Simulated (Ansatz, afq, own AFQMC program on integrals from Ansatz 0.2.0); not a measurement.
# C2H4O⁺, doublet: AFQMC among the cluster methods

```csv
atom,x (Å),y (Å),z (Å)
C,-0.5017,0.3185,-0.2535
C,0.6736,-0.4247,0.3045
O,1.5641,-0.8938,-0.3506
H,-1.4360,-0.1839,0.0468
H,-0.4378,0.3750,-1.3480
H,-0.5386,1.3327,0.1772
H,0.6765,-0.5239,1.4237
```

Basis def2-TZVP. Only valence electrons are correlated. Ansatz 0.2.0 and our own AFQMC program on the same integrals; the CISD trial comes from CCSD amplitudes, and released means the phaseless constraint is let go. ± is one standard error of the sampling.

Determinant: UHF, the one that the program's search chose, which needn't be the lowest solution. The geometry is a PBE0/def2-SVP stationary point of this or a neighbouring charge and spin state.

No full CI on the walks' own integrals is used here. The released AFQMC energy serves as the reference, which it does only where one determinant dominates, the energy is flat over the last release times and near the phaseless one (40 meV or 2 meV an electron, half that with transition metals). On small molecules, where full CI could be run and the noise was under 10 meV, such values lay within 10 meV of it in 19 cases of 20, a flattering rate, since the rule was set on those same cases; what remains of the bias isn't in the error bar.

Cautions: the released value is read at 1.50 1/Eh with a noise of 16 meV, more than in the cases checked (meV from the phaseless value at times in 1/Eh: -7 ± 8 at 0.24, -16 ± 10 at 0.51, -21 ± 14 at 0.99, -26 ± 16 at 1.50).

- T1 diagnostic: 0.0335
- weight of the determinant in the CISD state: 0.822
- ⟨S²⟩ of the determinant: 0.777
- size of the correlated space: 17 electrons in 114 orbitals

```tsv
level	correlation energy (eV)
MP2	-13.2995
CCSD	-14.4165
CCSD(T)	-14.9914
```

Task: Estimate where phaseless AFQMC with a CISD trial lies against CCSD(T) on the same integrals.

Result: 0.98 ± 0.23 kcal/mol below CCSD(T).

Reference: AFQMC with the constraint released, correlation energy -15.061 ± 0.016 eV.

```tsv
level	E − E(reference) (kcal/mol)	share of correlation (%)
CCSD(T)	1.59 ± 0.36	99.54
ph-AFQMC/CISD	0.61 ± 0.42	99.82
```

Released energies are given only where the last usable release times agree within the noise; a slower fall can still hide under it.
